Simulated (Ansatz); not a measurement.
TA phonon frequency at L of rock-salt SrO at several levels of theory

No measured value is used here.

| level (code) | value (cm⁻¹) | cell (Å³/atom) |
|---|---|---|
| LDA (Ansatz) | [?] | 16.23 |
| PBE (Ansatz) | 99 | 17.52 |
| r²SCAN (Ansatz) | 107 | 17.17 |

What belongs in the gaps?


- LDA (Ansatz, a quantum-chemistry and plane-wave program), value (cm⁻¹): 111

Each level is taken at its own relaxed cell. Cutoffs differ between the levels. Ansatz's density-functional and Hartree–Fock values are scalar-relativistic unless marked +SOC, with PAW data made under PBE.
